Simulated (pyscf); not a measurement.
Optimised with ωB97X-D3(BJ)/def2-SVP in PySCF.

SMILES: C=CC=CCC
```xyz
16

C     -1.7774     0.2850     2.7977
C     -1.0869     0.3617     1.6528
C     -1.2813    -0.5605     0.5261
C     -0.6272    -0.5401    -0.6467
C      0.4584     0.4088    -1.0775
C      1.7926    -0.3088    -1.3136
H     -2.5400    -0.4868     2.9517
H     -1.6057     0.9877     3.6181
H     -0.3335     1.1491     1.5421
H     -2.0415    -1.3362     0.6793
H     -0.8876    -1.3127    -1.3824
H      0.5936     1.2134    -0.3391
H      0.1427     0.9010    -2.0148
H      2.1541    -0.7790    -0.3853
H      2.5655     0.3920    -1.6670
H      1.6877    -1.1036    -2.0704
```
Charge 0, spin multiplicity 1.

**Question.** What is the homolytic dissociation enthalpy (298 K, ωB97M-D3(BJ)/def2-TZVP) of the C–C bond of H₂C=CH–CH=CH–CH₂–CH₃ (SMILES C=CC=CCC), to •HC=CH₂ + •HC=CH–CH₂–CH₃?

**Answer.** C–C to •HC=CH₂ + •HC=CH–CH₂–CH₃: 115.0 kcal/mol. The 7 functionals that were run give +107.5 (r²SCAN) to +115.5 kcal/mol (ωB97X-D3(BJ)). The radicals are drawn with the spin at the cut bond; how far it spreads was not checked. H₂C=CH–CH=CH–CH₂–CH₃ lies 18.6 kcal/mol over its isomer cyclohexene, and others may lie lower still (electronic energy, ωB97M-D3(BJ)). •HC=CH–CH₂–CH₃ lies 27.8 kcal/mol over its isomer •H₂C–CH=CH–CH₃, and others may lie lower still (electronic energy, ωB97M-D3(BJ)). Other isomers of •HC=CH₂ were not searched in full and may lie lower.
